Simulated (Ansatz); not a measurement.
A geometry optimisation of CH2PSi+ with r2SCAN-D4/def2-SVP

The starting geometry of this gas-phase singlet was optimised with GFN2-xTB.

```csv
atom,x (Å),y (Å),z (Å)
C,0.0771,-0.5280,0.8906
P,0.1266,0.9662,0.2465
Si,-0.5813,-1.3944,-0.6856
H,0.2926,-1.0193,1.8190
H,-0.7007,-0.2650,-1.6586
```

Q: Predict what becomes of its bonds when it is optimised with r2SCAN-D4/def2-SVP.

A: A new bond forms, giving a structure with H5 bridging Si3 and P2, given below by its coordinates. Distances that change by over a tenth: Si3–H5 (1.50 → 1.76 Å). Contacts that close: P2–H5 (2.41 → 1.57 Å).

The energy falls by 0.56 eV over 9 steps:

| step | E − E(last) (eV) |
| --- | --- |
| 1 | 0.561 |
| 2 | 0.307 |
| 3 | 0.103 |
| 4 | 0.031 |
| 5 | 0.030 |
| 6 | 0.009 |
| 7 | 0.001 |
| 8 | 0.000 |
| 9 | 0.000 |

Final geometry (Å):

```xyz
5

C     0.0238   -0.6664    0.7983
P     0.0093    0.7917   -0.0301
Si   -0.6073   -1.5620   -0.6684
H     0.3213   -0.8785    1.8306
H    -0.5329    0.0747   -1.3185
```

The end wasn't checked by frequencies. Run with Ansatz 0.2.0, 8.1 s on 1 thread of Intel(R) Xeon(R) 6975P-C (Granite Rapids) (shared host).
